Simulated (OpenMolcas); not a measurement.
**How basis sets differ on Si2H3F (SMILES F[Si][SiH3])**

Si2H3F: 6 atoms, total charge 0, spin state triplet. SMILES: `F[Si][SiH3]`. The shape is that of a GFN2-xTB optimisation.

Each level gives the dipole moment (D). The values are calculated.

```
        level          kind     program  value (D)  CPU time
   UHF/STO-3G  Hartree–Fock  OpenMolcas       1.61       2 s
    UHF/3-21G  Hartree–Fock  OpenMolcas       2.19     2.3 s
 UHF/def2-SVP  Hartree–Fock  OpenMolcas       1.92     4.5 s
UHF/def2-TZVP  Hartree–Fock  OpenMolcas       1.64      30 s
```

The values span 1.61 to 2.19 D. Sets without polarisation functions give poor dipoles. Times are those of the runs behind each value, whatever else they computed, on shared processors of several kinds: orders of magnitude only.
